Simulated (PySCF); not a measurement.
**Question.** Give a GFN2-xTB geometry of `N(/C=C)=C\SC`.

**Answer.** 
Z-matrix in Å and degrees, rows numbered from 1:
```
C 
C   1  1.3287
N   2  1.3752  1  120.59
C   3  1.2676  2  120.25  1  -179.94
S   4  1.7243  3  121.64  2   180.00
C   5  1.8122  4  100.03  3    -0.03
H   1  1.0747  2  121.61  3  -180.00
H   1  1.0755  2  120.64  3    -0.06
H   2  1.0928  1  121.39  3  -179.97
H   4  1.0953  3  125.66  2     0.02
H   6  1.0847  5  108.53  4   -59.82
H   6  1.0845  5  107.20  4  -179.96
H   6  1.0847  5  108.57  4    59.87
```

The C–N distances run from 1.268 Å (N3=C4, drawn double) to 1.375 Å (C2–N3, drawn single), a spread of 0.107 Å. N3 (C=N nitrogen) is bent (angle 120.2°). The 6 heavy atoms lie in one plane (0.000 Å rms). The 2 C–S bonds span 1.724 Å (C4–S5, drawn single) to 1.812 Å (S5–C6, drawn single), a spread of 0.088 Å.

Structure optimised with GFN2-xTB, isolated species.

Point group: Cs (every atom within 0.08 Å of its image). Not checked by GFN2-xTB frequencies. One conformer, not necessarily the lowest (C1–C2–N3–C4 180°, N3–C4–S5–C6 0°).

The numbers are calculated, not measured.
